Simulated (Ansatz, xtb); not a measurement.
Relative energy of two isomers of C4H9ClO

We compare X, `COC[C@H](C)Cl`, a singlet, with Y, `OCCCCCl`, a singlet. Both are isolated molecules in the gas phase, relaxed with B3LYP-D3(BJ)/def2-SVP; each stands in its lowest conformer found.

Question: Estimate E(Y) − E(X) at the level CCSD(T)/def2-SVP + ΔMP2/def2-TZVPP.

Answer: Calculated at CCSD(T)/def2-SVP + ΔMP2/def2-TZVPP: E(Y) − E(X) = −7.3 kcal/mol, so structure Y lies lower.

The same difference at several levels:

| level | geometry | E(Y) − E(X) (kcal/mol) | departure from the last row (kcal/mol) | job, with rough time for the two |
| --- | --- | --- | --- | --- |
| B3LYP-D3(BJ)/def2-SVP | B3LYP-D3(BJ)/def2-SVP | −5.0 | +2.3 | optimisation, 34 s |
| HF/def2-SVP | B3LYP-D3(BJ)/def2-SVP | −4.3 | +2.9 | part of the CCSD(T) run |
| MP2/def2-SVP | B3LYP-D3(BJ)/def2-SVP | −6.9 | +0.4 | part of the CCSD(T) run |
| CCSD(T)/def2-SVP | B3LYP-D3(BJ)/def2-SVP | −5.9 | +1.4 | single point |
| CCSD(T)/def2-SVP + ΔMP2/def2-TZVPP | B3LYP-D3(BJ)/def2-SVP | −7.3 |  | single point, 45 s |

As drawn, Y has 1 C–C, 1 O–H in place of 1 C–O, 1 C–H.

None of the levels shown reverses the order. The largest departure from CCSD(T)/def2-SVP + ΔMP2/def2-TZVPP is that of HF/def2-SVP, 2.9 kcal/mol. Levels run at GFN2-xTB geometries aren't shown. The last row adds to CCSD(T) the change of the MP2 difference between the two basis sets, here −1.4 kcal/mol.

With thermal terms from frequencies at re-optimised GFN2-xTB minima (ideal gas, soft modes damped towards free rotors, one conformer each, 298.15 K, 1 atm): on the last row, ΔE + ΔZPE = −6.5, ΔH = −6.7, ΔG = −6.4 kcal/mol.

The correlated steps freeze 10 core orbitals. Mirror images aren't counted in ΔG. Codes used: Ansatz 0.2.0, xtb 6.7.1; the last row on 4 threads of Arm Neoverse V1 on a shared host.
